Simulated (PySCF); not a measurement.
How the method changes the constants of SiH⁺

State: ¹Σ⁺ (singlet), closed shell. Set-up: basis Si 6-311G(d,p), H 6-311G(d,p); no relativity; PySCF 2.14. De refers to Si⁺ + H in their high-spin ground configurations, without counterpoise correction. A positive dipole points towards H; it is taken about the centre of mass and depends on that origin.

| Level | Re (Å) | ωe (cm⁻¹) | De (eV) | μ (D) |
| --- | --- | --- | --- | --- |
| RHF | 1.495 | 2298 | 2.39 | 0.62 |
| RHF-MP2 | 1.497 | 2265 | 3.04 | n/a |
| RHF-SCS-MP2 | 1.497 | 2260 | 3.14 | n/a |
| RHF-CCSD | 1.501 | 2212 | 3.20 | n/a |
| RHF-CCSD(T) | 1.502 | 2202 | 3.21 | n/a |
| PBE | 1.536 | 2057 | 3.23 | 0.47 |
| r²SCAN | 1.519 | 2129 | 3.22 | 0.53 |
| M06-L | 1.508 | 2169 | 3.41 | 0.42 |
| PBE0 | 1.520 | 2142 | 3.20 | 0.53 |
| r²SCAN0 | 1.511 | 2182 | 3.18 | 0.55 |
| B2PLYP | 1.508 | 2189 | 3.23 | 0.50 |

Question: Which functional lies closest to RHF-CCSD(T) in De, which farthest, and by how much do they differ from it?

Answer: Closest is PBE0 (+1.8 pm in Re, -2.7 % in ωe, -0.01 eV in De against RHF-CCSD(T) in the same basis), farthest M06-L (+0.6 pm in Re, -1.5 % in ωe, +0.20 eV in De). CCSD(T) converges more slowly with the basis than the functionals do and binds too weakly in this one, so the order can change at the basis-set limit.

Question: What does a quarter of exact exchange do here, going from PBE to PBE0?

Answer: PBE0 less PBE: -1.6 pm in Re, +4.1 % in ωe, -0.03 eV in De. Exact exchange removes part of the self-interaction that spreads semilocal densities, and in most molecules shortens and stiffens the bond and lowers De; so it does here.

Question: What does a quarter of exact exchange do here, going from r²SCAN to r²SCAN0?

Answer: r²SCAN0 less r²SCAN: -0.8 pm in Re, +2.5 % in ωe, -0.04 eV in De. Exact exchange removes part of the self-interaction that spreads semilocal densities, and in most molecules shortens and stiffens the bond and lowers De; so it does here.

Correlated steps freeze 5 core orbitals. For an ion De counts to the pair picked by the measured ionisation energies or electron affinities, which need not be the lowest pair at this level. Where the molecule has an RHF reference, its open-shell atoms are computed with UHF. B2PLYP dipoles, levels and charges come from its SCF part alone.
